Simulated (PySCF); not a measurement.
# C3H3: the cost of one run

Method: levels as typed in each script, gas phase, geometry from GFN2-xTB; program: PySCF 2.14.0.

## (1) The system as given

SMILES `[CH-]1C=C1`, 6 atoms, charge -1, spin multiplicity 1.

Bond lengths: C1–C2 1.554 Å, C1–C3 1.554 Å, C1–H4 1.221 Å, C2–C3 1.301 Å, C2–H5 1.089 Å, C3–H6 1.089 Å. Angles: C2–C1–C3 49.5°, C2–C1–H4 106.6°, C3–C1–H4 106.7°, C1–C2–C3 65.3°, C1–C2–H5 151.9°, C3–C2–H5 141.8°, C1–C3–C2 65.3°, C1–C3–H6 151.9°, C2–C3–H6 141.8°.

As a file:

```xyz
6

C    -0.97101   -0.00046   -0.18314
C     0.43033    0.65071   -0.01525
C     0.43096   -0.65040   -0.01517
H    -1.49169   -0.00006    0.92174
H     1.07429    1.50687    0.17971
H     1.07573   -1.50591    0.17990
```

## (2) Excited states (PBE0/def2-svpd)

Contents of input.py:

```python
import numpy as np
from pyscf import gto, scf, dft, tdscf
from pyscf.scf import atom_ks, atom_hf
from scipy.linalg import block_diag

def solve(mol, dm0=None, hcore=None):
    mf = (dft.UKS if mol.spin else dft.RKS)(mol, xc='pbe0')
    mf.grids.level = 3
    mf = mf.density_fit(auxbasis='def2-universal-jkfit')
    mf.conv_tol, mf.max_cycle = 1e-8, 80
    if hcore is not None:
        mf.get_hcore = lambda *args: hcore
    mf.kernel(dm0)
    if not mf.converged:
        mf = mf.newton().run(mf.mo_coeff, mf.mo_occ, max_cycle=30)
    assert mf.converged, 'SCF not converged'
    return mf

mol = gto.M(atom='''
C     -0.97101    -0.00046    -0.18314
C      0.43033     0.65071    -0.01525
C      0.43096    -0.65040    -0.01517
H     -1.49169    -0.00006     0.92174
H      1.07429     1.50687     0.17971
H      1.07573    -1.50591     0.17990
''', basis='def2-svpd', charge=-1, spin=0, verbose=4)
mf = solve(mol)
td = mf.TDA()
td.nstates, td.singlet, td.conv_tol = 6, True, 1e-5
td.kernel()
td.analyze()
x, y = np.array([p[0] for p in td.xy]), np.array([p[1] + 0 * p[0] for p in td.xy])
f, mu = td.oscillator_strength(), td.transition_dipole()
nto = [td.get_nto(state=i + 1, verbose=4) for i in range(len(td.e))]
# spherically averaged free atoms, for the promolecule
atm = atom_ks.get_atm_nrks(mol, xc='pbe0')
pro = block_diag(*[(atm[a[0]][2] * atm[a[0]][3]) @ atm[a[0]][2].T for a in mol._atom])
np.savez('result.npz', e=td.e, f=f, ok=td.converged, w=[n[0] for n in nto], nto=[n[1] for n in nto], x=x, y=y, c=mf.mo_coeff, occ=mf.mo_occ, eps=mf.mo_energy, pro=pro, mu=mu)
```

Started as:

```
$ OMP_NUM_THREADS=1 python input.py
```

Q: Estimate wall time and peak memory on 1 thread of Arm Neoverse V2, shared host.

About 49 s, with a peak of 0.45 GiB.
